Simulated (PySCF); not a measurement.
CH5N. Atoms are numbered in the order given.

```xyz
7

C     -0.7067    -0.0174     0.0000
N      0.7492     0.1204     0.0000
H     -1.1149     0.4853     0.8783
H     -1.1149     0.4853    -0.8783
H     -1.0785    -1.0515     0.0000
H      1.1521    -0.3286     0.8136
H      1.1521    -0.3286    -0.8136
```

Coordinates come from a B3LYP-D3(BJ)/def2-TZVP optimisation.

Computed with PySCF with B3LYP-D3(BJ)/def2-TZVP.

Harmonic, unscaled wavenumbers; measured fundamentals usually lie a few per cent lower.

| mode | ν (cm⁻¹) | IR (km/mol) | Raman (Å⁴/amu) | depolarisation | moving atoms (share of kinetic energy) |
|---|---|---|---|---|---|
| 1 | 303 | 36.9 | 0.8 | 0.75 | H 98 % |
| 2 | 830 | 167.7 | 2.1 | 0.68 | H 80 %, N 18 % |
| 3 | 976 | 0.1 | 0.0 | – | H 96 % |
| 4 | 1057 | 10.5 | 8.6 | 0.28 | C 41 %, N 36 %, H 22 % |
| 5 | 1169 | 6.7 | 2.7 | 0.45 | H 70 %, C 19 %, N 11 % |
| 6 | 1347 | 0.0 | 1.8 | 0.75 | H 72 %, C 17 %, N 11 % |
| 7 | 1460 | 2.0 | 3.5 | 0.54 | H 86 %, C 14 % |
| 8 | 1497 | 7.0 | 15.7 | 0.63 | H 95 % |
| 9 | 1518 | 4.1 | 13.3 | 0.75 | H 97 % |
| 10 | 1666 | 24.4 | 5.5 | 0.74 | H 92 % |
| 11 | 2965 | 95.3 | 153.2 | 0.17 | H 95 % |
| 12 | 3059 | 36.0 | 105.8 | 0.24 | H 93 % |
| 13 | 3094 | 32.5 | 71.1 | 0.75 | H 91 %, C 9 % |
| 14 | 3490 | 0.3 | 114.8 | 0.10 | H 96 % |
| 15 | 3565 | 0.6 | 61.2 | 0.75 | H 92 %, N 8 % |
